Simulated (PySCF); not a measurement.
Compound: CrCl₃ (quartet state).
Bonds: Cr1–Cl2, Cr1–Cl3, Cr1–Cl4.

Level of theory: PBE0-D3(BJ)/def2-SVP geometry optimisation, gas phase (PySCF 2.14.0).

(1) Give the optimised bond lengths and angles.

Answers

(1) 
```json
{"bond": "Cr1–Cl2, Cr1–Cl3, Cr1–Cl4", "length (pm)": "213.0"}
```

Bonds in one row agree within 1 pm and their mean is given. A selection of angles:
```json
{"angle": "Cl2–Cr1–Cl3", "degrees": "119.6"}
{"angle": "Cl3–Cr1–Cl4", "degrees": "120.5"}
```

All 3 Cl–Cr bonds measure 2.129 to 2.131 Å. Cr1 (chromium bonded to 3 Cl) is planar (angles 120.5°, 119.8° and 119.6°, sum 359.9°, 0.04 Å off the plane of its three neighbours). The 4 heavy atoms lie in one plane (0.017 Å rms).

Not checked by PBE0-D3(BJ)/def2-SVP frequencies. ⟨S²⟩ = 3.855 (exact for a quartet: 3.75).


Ni(SH)2 (triplet state).
Bonds: Ni1–S2, Ni1–S4. Hydrogens: H3 on S2; H5 on S4.

Computed, not measured: PBE0-D3(BJ)/def2-SVP geometry optimisation, gas phase in PySCF.

(1) What internal coordinates does the optimisation give?

## Answers

(1) 
| bond | length (Å) |
| --- | --- |
| Ni1–S2, Ni1–S4 | 2.135 |
| S2–H3, S4–H5 | 1.354 |

Bonds in one row agree within 0.01 Å and their mean is given. A selection of angles:
| angle | degrees |
| --- | --- |
| S2–Ni1–S4 | 178.7 |
| Ni1–S2–H3 | 95.3 |

Ni1 (nickel bonded to 2 S) is linear (angle 178.7°).

Point group: C2v (tolerance 0.08 Å). Not checked by PBE0-D3(BJ)/def2-SVP frequencies. ⟨S²⟩ = 2.007 (exact for a triplet: 2.00).

Neither the SCF state along the optimisation nor the shape of the open-shell metal species was proved the lowest: other solutions of the same spin, or a structure of lower symmetry, can lie below.


CH3F.
SMILES with atom numbers: `[CH3:1][F:2]` (hydrogens: H3, H4, H5 on C1)

Computed with PBE0-D3(BJ)/def2-SVP geometry optimisation, gas phase (PySCF 2.14.0).

Problem. Give the optimised bond lengths and angles.

Solution. 
| bond | length (Å) | order |
| --- | --- | --- |
| C1–F2 | 1.363 | single |
| C1–H3, C1–H4, C1–H5 | 1.103 | single |

Bonds in one row agree within 0.01 Å and their mean is given. Orders are formal, as drawn. A selection of angles:
| angle | degrees |
| --- | --- |
| F2–C1–H3 | 110.0 |
| H3–C1–H4 | 108.9 |

Point group: C3v (tolerance 0.08 Å). Stationary, but not proved a minimum.

Hardware: one thread, Intel Xeon Platinum 8259CL at 2.50 GHz (x86_64), on a shared host. Cost: 2.8 s, 0.25 GiB resident at most. That covers the optimisation of the geometry.
